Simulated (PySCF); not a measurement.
Species: C3H7OP.
Cartesian coordinates in Å at the PBE0-D3(BJ)/def2-SVP level; atoms count from 1:
```
atom  x, y, z in Å
C1    -1.5011    0.3405   -0.2686
P2    -0.1744    1.5295    0.2506
C3     1.2228    0.3694    0.7313
C4     1.5482   -0.7384   -0.2391
O5     1.8680    0.5710    1.7286
H6    -1.6456   -0.4979    0.4280
H7    -1.2655   -0.0549   -1.2676
H8    -2.4477    0.8947   -0.3530
H9    -0.5890    1.7669    1.5907
H10    2.5053   -1.1971    0.0435
H11    0.7571   -1.5048   -0.2165
H12    1.6004   -0.3530   -1.2695
```

All values: PBE0/pcSseg-1 and PBE0/def2-SVPD (PySCF, non-relativistic), on one gas-phase PBE0-D3(BJ)/def2-SVP geometry that isn't relaxed in the solvent. The solvent is an IEF-PCM continuum (cavity from Bondi-type radii × 1.2). The model holds no explicit solvent molecules, cavitation or dispersion.

Gas phase at PBE0/pcSseg-1: HOMO -6.73 eV, LUMO -0.80 eV, dipole 3.23 D.

Question: What does the continuum do to the energy, the frontier levels and the dipole at PBE0/pcSseg-1 in water?

Answer: 
```
solvent      ε  E(solvent) − E(gas) (kcal/mol)  polarisation term (kcal/mol)  distortion of the solute (kcal/mol)  HOMO (eV)  LUMO (eV)  dipole (D)
  water  78.36                           -6.07                         -7.34                                 1.27      -6.76      -0.78        4.33
```

The polarisation term is half the interaction of the solute with the surface charges that it induces; the rest is the cost of distorting the solute's density. The sum is the electrostatic part of solvation alone.

Question: Which radius a makes the point-dipole formula ΔE = −[(ε − 1)/(2ε + 1)]·μ²/a³ give the value in water, with the gas-phase dipole?

Answer: μ = 1.273 au and |ΔE| = 0.00967 Eh give a = 2.30 Å; the farthest nucleus lies 2.76 Å from the centroid of the nuclei, so such a sphere wouldn't even hold the nuclei. The formula assumes a rigid point dipole at the centre of a sphere.

Question: Give the dipole vector in the frame of the coordinates (D, pointing from negative to positive charge), gas and water.

Answer: Gas (-2.03, -1.65, -1.90), solvent (-2.73, -2.18, -2.56). Its length changes by +34 % and its direction by less than 1°.

Question: Which Hirshfeld charges (PBE0/pcSseg-1) respond most in water (means over atoms taken as equivalent)?

Answer: 
| atoms | environment | gas (e) | solvent (e) | change |
| --- | --- | --- | --- | --- |
| O5 | carbonyl oxygen | -0.233 | -0.279 | -0.046 |
| P2 | phosphine phosphorus | +0.103 | +0.090 | -0.013 |
| H10/H11/H12 | methyl hydrogen | +0.054 | +0.061 | +0.007 |
| H6/H7/H8 | methyl hydrogen | +0.046 | +0.053 | +0.007 |
| C1 | sp3 carbon bound to phosphorus | -0.159 | -0.152 | +0.007 |
| C3 | carbonyl carbon | +0.118 | +0.123 | +0.005 |
| C4 | methyl carbon next to a carbonyl | -0.123 | -0.120 | +0.003 |
| H9 | P–H hydrogen | -0.005 | -0.004 | +0.001 |

Gas phase at PBE0/def2-SVPD: HOMO -6.77 eV, LUMO -0.94 eV, dipole 3.38 D.

Question: What does the continuum do to the energy, the frontier levels and the dipole at PBE0/def2-SVPD in water?

Answer: 
| solvent | ε | E(solvent) − E(gas) (kcal/mol) | polarisation term (kcal/mol) | distortion of the solute (kcal/mol) | HOMO (eV) | LUMO (eV) | dipole (D) |
| --- | --- | --- | --- | --- | --- | --- | --- |
| water | 78.36 | -6.19 | -7.78 | 1.59 | -6.81 | -0.95 | 4.67 |

Question: How does the static polarisability (PBE0/def2-SVPD, frozen core, with the continuum's full static response) change?

Answer: 
```json
{"medium": "gas", "isotropic (au)": "68.2", "principal values (au)": "54.7, 68.8, 80.9", "⟨r²⟩ of the electrons (bohr²)": "596.4"}
{"medium": "water", "isotropic (au)": "96.3", "principal values (au)": "79.4, 97.5, 112.1", "⟨r²⟩ of the electrons (bohr²)": "596.6"}
```

The isotropic value in water is 1.41 times the gas-phase one; no cavity-field correction is applied. ⟨r²⟩ is taken about the centre of nuclear charge.

Hardware: an Arm Neoverse N1 with one thread, shared host with 64 logical CPUs at a one-minute load of 62. Cost: 20 s, 0.72 GiB resident at most. This is the whole shielding run at PBE0/pcSseg-1 in water, SCF included.
